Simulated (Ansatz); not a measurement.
**HClO (triplet): from Hartree-Fock to the top rungs at distance Cl1–H2 along a hydrogen transfer = 1.571 Å, cc-pVDZ**

Aim: climb from Hartree-Fock through coupled cluster and multireference methods for HClO (triplet) at one geometry and basis, and see what each rung misses.

Computed with Ansatz 0.2.0, Gaussian basis. Level: cc-pVDZ, core rule «outside noble gas», up to 6 orbitals frozen.

To be run: UHF; CCSD(T) on ROHF; CCSD(T) on UHF; BCCD(T) on ROHF; CISD; CCSDT(Q) on ROHF; CCSDT(Q) on UHF; CASSCF and MRCISD+Q, 4 electrons in 4 orbitals; CASSCF and NEVPT2, 4 electrons in 4 orbitals; CASSCF and MRCISD+Q, 14 electrons in 9 orbitals; CASSCF and NEVPT2, 14 electrons in 9 orbitals.

6 further runs of the same task are left out: 2 for a mislabelled method, 4 that didn't finish.

## (1) The geometry

The geometry derives from fragments relaxed apart (PBE0/def2-TZVP) and kept rigid, so it is no stationary point. A hydrogen atom is moved between rigid fragments.

3 atoms, charge 0, spin multiplicity 3.

Atoms are counted from 1 here; the program's logs count them from 0.

Bond lengths: Cl1–H2 1.571 Å, H2–O3 1.039 Å. Angles: Cl1–H2–O3 180.0°.

## (2) UHF

File in.yaml:

```yaml
crystal:
  periodic: [false, false, false]
  atoms:
    - {symbol: Cl, position_ang: [0.000000, 0.000000, -1.393667]}
    - {symbol: H, position_ang: [0.000000, 0.000000, 0.177333]}
    - {symbol: O, position_ang: [0.000000, 0.000000, 1.216333]}
basis:
  gaussian: {orbitals: cc-pVDZ}
magnetization: {spin_polarized: true, initial_magnetization: 2}
hamiltonian: {xc: hf}
output: {orbitals: {seedname: orbitals}}
```

Started as:

```sh
$ ansatz run in.yaml --threads 1 --pin off --events-out ev --progress --plain --max-ram 2393MiB
```

Further steps of the session: CCSD(T) on ROHF; CCSD(T) on UHF; BCCD(T) on ROHF; CISD; CCSDT(Q) on ROHF; CCSDT(Q) on UHF; CASSCF and MRCISD+Q, 4 electrons in 4 orbitals; CASSCF and NEVPT2, 4 electrons in 4 orbitals; CASSCF and MRCISD+Q, 14 electrons in 9 orbitals; CASSCF and NEVPT2, 14 electrons in 9 orbitals.

Q: Predict the results of all the runs planned. Wanted: UCCSDT(Q) below the RHF energy; RMP2 from UCCSDT(Q); UMP2 from UCCSDT(Q); RCCSD from UCCSDT(Q); RCCSD(T) from UCCSDT(Q); UCCSD(T) from UCCSDT(Q); RCCSDT(Q) from UCCSDT(Q); NEVPT2 pair from UCCSDT(Q); MRCISD+Q pair from UCCSDT(Q).

As calculated:

| quantity | value |
| --- | --- |
| UCCSDT(Q) below the RHF energy | -8.8409 eV |
| RMP2 from UCCSDT(Q) | +974.3 meV |
| UMP2 from UCCSDT(Q) | +1025.7 meV |
| RCCSD from UCCSDT(Q) | +173.7 meV |
| RCCSD(T) from UCCSDT(Q) | +33.6 meV |
| UCCSD(T) from UCCSDT(Q) | +32.3 meV |
| RCCSDT(Q) from UCCSDT(Q) | +1.3 meV |
| NEVPT2 pair from UCCSDT(Q) | +925.3 meV |
| MRCISD+Q pair from UCCSDT(Q) | +64.2 meV |
| NEVPT2 valence from UCCSDT(Q) | +1502.9 meV |
| levels within 1 kcal/mol (43 meV) | RCCSD(T), UCCSD(T), BCCD(T), RCCSDT, UCCSDT, RCCSDT(Q) |
| T1 diagnostic | 0.025 |
| effectively unpaired electrons | 2.01 |

**Reading.** RCCSD(T) misses by +33.6 meV, 0.4 % of the correlation energy. One determinant dominates. Of the multireference levels listed MRCISD+Q valence comes nearest in total energy (+51.1 meV), which doesn't show that its space is the better one. These misses are within one basis, not against nature; the frozen cores of restricted and unrestricted runs differ, which can shift their rows.
